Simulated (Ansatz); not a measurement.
1T (CdI2-type) HfS2, treated with PBEsol (Ansatz, a quantum-chemistry and plane-wave program, plane waves, PAW).

Settings: plane-wave cutoff 520 eV, 12×12×6 k mesh (along the axes of the cell as run), Fermi–Dirac smearing 0.01 eV, scalar-relativistic PAW data made under PBE.

Starting structure:

```yaml
crystal:
  lattice:
    - [3.63000, 0.00000, 0.00000]
    - [-1.81500, 3.14367, 0.00000]
    - [0.00000, 0.00000, 5.85000]
  atoms:
    - { symbol: Hf, position: [0.00000, 0.00000, 0.00000] }
    - { symbol: S, position: [0.33333, 0.66667, 0.25000] }
    - { symbol: S, position: [0.66667, 0.33333, 0.75000] }
```

Q: Into what structure does the relaxation of cell and atoms lead at this level, with the symmetry of the start kept?

A: The volume decreases by 0.5 %; final space group P-3m1.
```yaml
crystal:
  lattice:
    - [3.59245, 0.00000, 0.00000]
    - [-1.79623, 3.11116, 0.00000]
    - [0.00000, 0.00000, 5.94439]
  atoms:
    - { symbol: Hf, position: [0.00000, 0.00000, 0.00000] }
    - { symbol: S, position: [0.33333, 0.66667, 0.24383] }
    - { symbol: S, position: [0.66667, 0.33333, 0.75617] }
```

Note: the cell comes from a level without a dispersion term, which matters for the spacing of layers, chains or molecules; the cell has widely spaced layers and the level no dispersion term, so their spacing and the moduli can rest on weak binding.
